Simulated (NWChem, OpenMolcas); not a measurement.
# How basis sets differ on CH5BN (SMILES B[N]C)

The species is CH5BN (8 atoms), meant as a doublet with charge 0. SMILES: `B[N]C`. Geometry: relaxed at PBE0-D4/def2-TZVP.

```
atom    x (Å)    y (Å)    z (Å)
   B  -0.3739   1.0961  -0.9650
   N   0.0585   0.2756  -0.0087
   C   0.3396  -0.8359   0.7768
   H  -1.0078   0.6323  -1.8854
   H  -0.1430   2.2764  -0.9216
   H  -0.0964  -0.7550   1.7786
   H   1.4162  -1.0182   0.8653
   H  -0.1010  -1.7286   0.3044
```

Quantity: the dipole moment, in D. The values are calculated.

```json
{"level": "ROHF/ANO-R0 (sfX2C)", "kind": "Hartree–Fock", "program": "OpenMolcas", "value (D)": "3.53", "CPU time": "2.6 s"}
{"level": "ROHF/ANO-RCC-MB (DKH2)", "kind": "Hartree–Fock", "program": "OpenMolcas", "value (D)": "2.45", "CPU time": "4.7 s"}
{"level": "ROHF/ANO-S-MB", "kind": "Hartree–Fock", "program": "OpenMolcas", "value (D)": "2.44", "CPU time": "4 s"}
{"level": "UHF/STO-3G", "kind": "Hartree–Fock", "program": "NWChem", "value (D)": "2.11", "CPU time": "2.2 s"}
{"level": "UHF/3-21G", "kind": "Hartree–Fock", "program": "OpenMolcas", "value (D)": "2.45", "CPU time": "2 s"}
{"level": "UHF/def2-SVPD", "kind": "Hartree–Fock", "program": "OpenMolcas", "value (D)": "2.07", "CPU time": "14 s"}
```

The values span 2.07 to 3.53 D. Magnitudes only. Sets without polarisation functions give poor dipoles. Times are those of the runs behind each value, whatever else they computed, on shared processors of several kinds: orders of magnitude only.
